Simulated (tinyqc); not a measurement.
RHF in the sto-6g basis, for BH3, spin multiplicity 1, step by step (part 2 of 2). Computed by tinyqc, a small Python program that keeps every step (integrals from PySCF). Command: `OMP_NUM_THREADS=1 python tinyqc.py 23568 23569 out.jsonl` (the two numbers bound the seeds that draw the settings). One thread of a shared host (Intel(R) Xeon(R) Processor @ 2.60GHz), about 0.1 s of CPU time with the checks.

Geometry (angstrom):

| atom | x | y | z |
|---|---|---|---|
| B | 0.000000 | 0.000000 | 0.005000 |
| H | 1.113000 | 0.000000 | 0.000000 |
| H | -0.556000 | 0.964000 | 0.000000 |
| H | -0.556000 | -0.964000 | 0.000000 |

## Iteration 1: diagonalisation and new density

Fock matrix F (hartree), lower triangle:
```
            1B 1s      1B 2s     1B 2px     1B 2py    1B 2pz      2H 1s      3H 1s      4H 1s
1B 1s   -6.312273
1B 2s   -1.859925  -0.733810
1B 2px  -0.000006  -0.000099   0.063101
1B 2py   0.000000   0.000000   0.000000   0.062857
1B 2pz  -0.000242   0.003830  -0.000001   0.000000  0.702365
2H 1s   -0.586552  -0.424173  -0.201964   0.000000  0.001588  -0.135450
3H 1s   -0.586746  -0.424217   0.100844  -0.174924  0.001589  -0.157818  -0.135439
4H 1s   -0.586746  -0.424217   0.100844   0.174924  0.001589  -0.157818  -0.157714  -0.135439
```

X, lower triangle:
```
            1B 1s      1B 2s     1B 2px     1B 2py    1B 2pz      2H 1s      3H 1s     4H 1s
1B 1s    1.031777
1B 2s   -0.178376   1.549558
1B 2px  -0.000012   0.000089   1.256209
1B 2py   0.000000   0.000000   0.000000   1.256597
1B 2pz   0.000173  -0.002281   0.000000   0.000000  1.000010
2H 1s    0.023988  -0.405836  -0.415022   0.000000  0.001780   1.342620
3H 1s    0.023979  -0.405900   0.207378  -0.359665  0.001781  -0.022564   1.342769
4H 1s    0.023979  -0.405900   0.207378   0.359665  0.001781  -0.022564  -0.022704  1.342769
```

Diagonalise F' = X^T F X, C = X C', fill 4 alpha and 4 beta electrons from the bottom; D = 2 C_occ C_occ^T. Each column has its largest component positive (the first on a tie).

F' = X^T F X (hartree), lower triangle:
```
           1          2          3          4         5          6          7         8
1  -6.135537
2  -1.049920   0.188371
3  -0.000020   0.000003   0.421036
4   0.000000   0.000000   0.000000   0.421247
5  -0.000511   0.000946  -0.000001   0.000000  0.702381
6  -0.112297  -0.387295  -0.444025   0.000000  0.002204   0.336272
7  -0.112391  -0.387375   0.221855  -0.384748  0.002205  -0.064825   0.336462
8  -0.112391  -0.387375   0.221855   0.384748  0.002205  -0.064825  -0.064963  0.336462
```

orbital energies (hartree): MO1 -6.319137, MO2 -0.345031, MO3 -0.132870, MO4 -0.132705, MO5 0.702378, MO6 0.923661, MO7 0.954855, MO8 0.955542

coefficients C:
```
              MO1        MO2        MO3        MO4        MO5        MO6        MO7        MO8
1B 1s    0.989442  -0.233557   0.000000   0.000125  -0.002706  -0.254077  -0.000407   0.000000
1B 2s    0.045475   0.514762   0.000000  -0.000298   0.012725   1.630935   0.002559   0.000000
1B 2px   0.000006   0.000244   0.000000   0.517481   0.000003  -0.001743   1.252408   0.000000
1B 2py   0.000000   0.000000   0.517495   0.000000   0.000000   0.000000   0.000000   1.252978
1B 2pz  -0.000036  -0.002592   0.000000   0.000003   0.999943  -0.011897  -0.000021   0.000000
2H 1s   -0.008208   0.288677   0.000000   0.504597  -0.003776  -0.800168  -1.078364   0.000000
3H 1s   -0.008205   0.288476   0.436931  -0.252415  -0.003772  -0.802859   0.537157  -0.933118
4H 1s   -0.008205   0.288476  -0.436931  -0.252415  -0.003772  -0.802859   0.537157   0.933118
```

D after iteration 1, lower triangle:
```
            1B 1s      1B 2s     1B 2px     1B 2py     1B 2pz      2H 1s      3H 1s     4H 1s
1B 1s    2.067089
1B 2s   -0.150464   0.534097
1B 2px   0.000026  -0.000057   0.535574
1B 2py   0.000000   0.000000   0.000000   0.535602
1B 2pz   0.001139  -0.002672   0.000001   0.000000   0.000013
2H 1s   -0.150961   0.296152   0.522380   0.000000  -0.001493   0.676040
3H 1s   -0.151050   0.296398  -0.261099   0.452219  -0.001496  -0.088048   0.675815
4H 1s   -0.151050   0.296398  -0.261099  -0.452219  -0.001496  -0.088048  -0.087818  0.675815
```

## Iteration 2: building the Fock matrix

core Hamiltonian H = T + V (hartree), lower triangle:
```
             1B 1s      1B 2s     1B 2px     1B 2py     1B 2pz      2H 1s      3H 1s      4H 1s
1B 1s   -13.870946
1B 2s    -3.455916  -4.734253
1B 2px   -0.000011  -0.000105  -4.050964
1B 2py    0.000000   0.000000   0.000000  -4.051198
1B 2pz    0.000301   0.002375   0.000000   0.000000  -3.848563
2H 1s    -1.079396  -2.261688  -1.962930   0.000000   0.009366  -3.350467
3H 1s    -1.079760  -2.262078   0.980764  -1.700554   0.009368  -0.611900  -3.350670
4H 1s    -1.079760  -2.262078   0.980764   1.700554   0.009368  -0.611900  -0.611429  -3.350670
```

nuclear repulsion = 7.95592363 hartree

Given earlier and not repeated: Two-electron integrals (ij|kl) in chemists' order.

J_ij = sum D_kl (ij|kl), K_ij = sum D_kl (ik|jl); F = H + J - 0.5 K; E = tr D H + tr D J / 2 - 0.25 tr D K + E_nn.

Coulomb J (hartree), lower triangle:
```
            1B 1s      1B 2s     1B 2px     1B 2py     1B 2pz     2H 1s     3H 1s     4H 1s
1B 1s    9.304269
1B 2s    1.852876   4.331871
1B 2px   0.000014   0.000116   4.393913
1B 2py   0.000000   0.000000   0.000000   4.394040
1B 2pz  -0.000536  -0.003141   0.000000   0.000000   4.207658
2H 1s    0.588017   2.053467   1.961294   0.000000  -0.009627  3.541804
3H 1s    0.588215   2.053787  -0.979932   1.699108  -0.009629  0.522991  3.541854
4H 1s    0.588215   2.053787  -0.979932  -1.699108  -0.009629  0.522991  0.522541  3.541854
```

exchange K (hartree), lower triangle:
```
           1B 1s      1B 2s     1B 2px     1B 2py     1B 2pz     2H 1s     3H 1s     4H 1s
1B 1s   5.914614
1B 2s   1.031277   1.370767
1B 2px  0.000008   0.000059   1.191270
1B 2py  0.000000   0.000000   0.000000   1.191636
1B 2pz  0.000009  -0.005580   0.000001   0.000000   0.260254
2H 1s   0.341628   0.831414   0.819578   0.000000  -0.004139  1.310131
3H 1s   0.341737   0.831553  -0.409512   0.709940  -0.004141  0.228766  1.310145
4H 1s   0.341737   0.831553  -0.409512  -0.709940  -0.004141  0.228766  0.228556  1.310145
```

Fock matrix F (hartree), lower triangle:
```
            1B 1s      1B 2s     1B 2px     1B 2py    1B 2pz      2H 1s      3H 1s      4H 1s
1B 1s   -7.523984
1B 2s   -2.118678  -1.087765
1B 2px  -0.000001  -0.000018  -0.252686
1B 2py   0.000000   0.000000   0.000000  -0.252976
1B 2pz  -0.000239   0.002024   0.000000   0.000000  0.228968
2H 1s   -0.662193  -0.623928  -0.411425   0.000000  0.001809  -0.463728
3H 1s   -0.662413  -0.624068   0.205587  -0.356416  0.001810  -0.203292  -0.463888
4H 1s   -0.662413  -0.624068   0.205587   0.356416  0.001810  -0.203292  -0.203166  -0.463888
```

total energy of this density = -26.32647535 hartree

## Iteration 2: diagonalisation and new density

As before.

F' = X^T F X (hartree), lower triangle:
```
           1          2          3          4         5          6          7         8
1  -7.348326
2  -1.108415  -0.043089
3  -0.000024   0.000091   0.177212
4   0.000000   0.000000   0.000000   0.177422
5  -0.000243  -0.001140  -0.000001   0.000000  0.228984
6  -0.120822  -0.447811  -0.532524   0.000000  0.002110   0.084331
7  -0.120915  -0.447880   0.266108  -0.461389  0.002111  -0.064081   0.084349
8  -0.120915  -0.447880   0.266108   0.461389  0.002111  -0.064081  -0.064241  0.084349
```

orbital energies (hartree): MO1 -7.526701, MO2 -0.694115, MO3 -0.489656, MO4 -0.489451, MO5 0.228969, MO6 0.785489, MO7 0.815029, MO8 0.815668

coefficients C:
```
              MO1        MO2        MO3        MO4        MO5        MO6        MO7        MO8
1B 1s    0.993911  -0.223553   0.000000   0.000021  -0.001784  -0.245495  -0.001181   0.000000
1B 2s    0.027034   0.521143   0.000000  -0.000044   0.008412   1.629329   0.007779   0.000000
1B 2px   0.000002   0.000016   0.000000   0.515103  -0.000001  -0.005771   1.253376   0.000000
1B 2py   0.000000   0.000000   0.515066   0.000000   0.000000   0.000000   0.000000   1.253978
1B 2pz  -0.000007  -0.001396   0.000000   0.000001   0.999970  -0.009635  -0.000045   0.000000
2H 1s   -0.005097   0.285464   0.000000   0.506741  -0.002318  -0.797837  -1.079963   0.000000
3H 1s   -0.005097   0.285560   0.438738  -0.253336  -0.002319  -0.805676   0.534102  -0.932269
4H 1s   -0.005097   0.285560  -0.438738  -0.253336  -0.002319  -0.805676   0.534102   0.932269
```

D after iteration 2, lower triangle:
```
            1B 1s      1B 2s     1B 2px     1B 2py     1B 2pz      2H 1s      3H 1s     4H 1s
1B 1s    2.075669
1B 2s   -0.179267   0.544641
1B 2px   0.000019  -0.000029   0.530663
1B 2py   0.000000   0.000000   0.000000   0.530585
1B 2pz   0.000610  -0.001456   0.000001   0.000000   0.000004
2H 1s   -0.137744   0.297214   0.522057   0.000000  -0.000796   0.676605
3H 1s   -0.137818   0.297382  -0.260979   0.451958  -0.000798  -0.093665   0.676482
4H 1s   -0.137818   0.297382  -0.260979  -0.451958  -0.000798  -0.093665  -0.093483  0.676482
```

## Iteration 7 (converged): orbitals

converged F (hartree), lower triangle:
```
            1B 1s      1B 2s     1B 2px     1B 2py    1B 2pz      2H 1s      3H 1s      4H 1s
1B 1s   -7.519759
1B 2s   -2.115212  -1.087554
1B 2px   0.000000  -0.000028  -0.251472
1B 2py   0.000000   0.000000   0.000000  -0.251739
1B 2pz  -0.000076   0.001719   0.000000   0.000000  0.229058
2H 1s   -0.662077  -0.623987  -0.411328   0.000000  0.001517  -0.463935
3H 1s   -0.662297  -0.624114   0.205536  -0.356321  0.001518  -0.202979  -0.464078
4H 1s   -0.662297  -0.624114   0.205536   0.356321  0.001518  -0.202979  -0.202850  -0.464078
```

As before.

F' = X^T F X (hartree), lower triangle:
```
           1          2          3          4         5          6          7         8
1  -7.345078
2  -1.103775  -0.043907
3  -0.000022   0.000079   0.178840
4   0.000000   0.000000   0.000000   0.179073
5  -0.000048  -0.001287   0.000000   0.000000  0.229073
6  -0.121986  -0.447972  -0.532668   0.000000  0.001860   0.084055
7  -0.122080  -0.448033   0.266184  -0.461514  0.001861  -0.063541   0.084087
8  -0.122080  -0.448033   0.266184   0.461514  0.001861  -0.063541  -0.063696  0.084087
```

orbital energies (hartree): MO1 -7.522347, MO2 -0.694639, MO3 -0.489438, MO4 -0.489250, MO5 0.229058, MO6 0.784905, MO7 0.815645, MO8 0.816295

coefficients C:
```
              MO1        MO2        MO3        MO4        MO5        MO6        MO7        MO8
1B 1s    0.994068  -0.223675   0.000000   0.000031  -0.001582  -0.244746  -0.001056   0.000000
1B 2s    0.026119   0.522864   0.000000  -0.000060   0.007693   1.628800   0.006965   0.000000
1B 2px   0.000002   0.000037   0.000000   0.513936  -0.000001  -0.005150   1.253857   0.000000
1B 2py   0.000000   0.000000   0.513889   0.000000   0.000000   0.000000   0.000000   1.254461
1B 2pz  -0.000025  -0.000915   0.000000   0.000000   0.999973  -0.009350  -0.000039   0.000000
2H 1s   -0.004721   0.284645   0.000000   0.507724  -0.002229  -0.798684  -1.079093   0.000000
3H 1s   -0.004720   0.284700   0.439613  -0.253855  -0.002231  -0.805710   0.534268  -0.931857
4H 1s   -0.004720   0.284700  -0.439613  -0.253855  -0.002231  -0.805710   0.534268   0.931857
```

D after iteration 7, lower triangle:
```
            1B 1s      1B 2s     1B 2px     1B 2py     1B 2pz      2H 1s      3H 1s     4H 1s
1B 1s    2.076405
1B 2s   -0.181976   0.548138
1B 2px   0.000019  -0.000023   0.528261
1B 2py   0.000000   0.000000   0.000000   0.528163
1B 2pz   0.000360  -0.000958   0.000000   0.000000   0.000002
2H 1s   -0.136690   0.297354   0.521897   0.000000  -0.000520   0.677658
3H 1s   -0.136760   0.297502  -0.260910   0.451824  -0.000521  -0.095656   0.677556
4H 1s   -0.136760   0.297502  -0.260910  -0.451824  -0.000521  -0.095656  -0.095482  0.677556
```

## Convergence

Stop when the energy changes by less than 1e-08 hartree and every element of the error matrix X^T (F D S - S D F) X is below 3e-05.

Course of the cycle:

| iteration | E (hartree) | change | largest element of the error matrix |
|---|---|---|---|
| 1 | -24.26117085 | - | 8.24e-01 |
| 2 | -26.32647535 | -2.07e+00 | 9.73e-02 |
| 3 | -26.32763455 | -1.16e-03 | 6.01e-03 |
| 4 | -26.32764457 | -1.00e-05 | 4.52e-04 |
| 5 | -26.32764494 | -3.75e-07 | 9.41e-05 |
| 6 | -26.32764496 | -2.20e-08 | 2.39e-05 |
| 7 | -26.32764497 | -1.36e-09 | 5.90e-06 |

PySCF RHF in the same basis = -26.32764497 hartree

Converged in 7 iterations.

## Populations, bond orders and dipole

overlap S, lower triangle:
```
           1B 1s     1B 2s     1B 2px     1B 2py     1B 2pz     2H 1s     3H 1s     4H 1s
1B 1s   1.000000
1B 2s   0.264891  1.000000
1B 2px  0.000000  0.000000   1.000000
1B 2py  0.000000  0.000000   0.000000   1.000000
1B 2pz  0.000000  0.000000   0.000000   0.000000   1.000000
2H 1s   0.082099  0.516529   0.512702   0.000000  -0.002303  1.000000
3H 1s   0.082127  0.516609  -0.256178   0.444165  -0.002304  0.134583  1.000000
4H 1s   0.082127  0.516609  -0.256178  -0.444165  -0.002304  0.134583  0.134455  1.000000
```

Mulliken: Z minus the diagonal of D S on the atom; Loewdin: the same with S^(1/2) D S^(1/2); Mayer order: 2 sum_s sum (D(s) S)_ij (D(s) S)_ji over the two atoms.

Charges (e):

| atom | Mulliken | Loewdin |
|---|---|---|
| 1B | 0.185519 | 0.149746 |
| 2H | -0.061859 | -0.049938 |
| 3H | -0.061830 | -0.049904 |
| 4H | -0.061830 | -0.049904 |

Mayer bond orders:

| pair | order |
|---|---|
| 2-1 | 0.996024 |
| 3-1 | 0.996028 |
| 3-2 | 0.000075 |
| 4-1 | 0.996028 |
| 4-2 | 0.000075 |
| 4-3 | 0.000075 |

dipole moment about the origin, x y z (debye): -0.000505  0.000000  0.016323
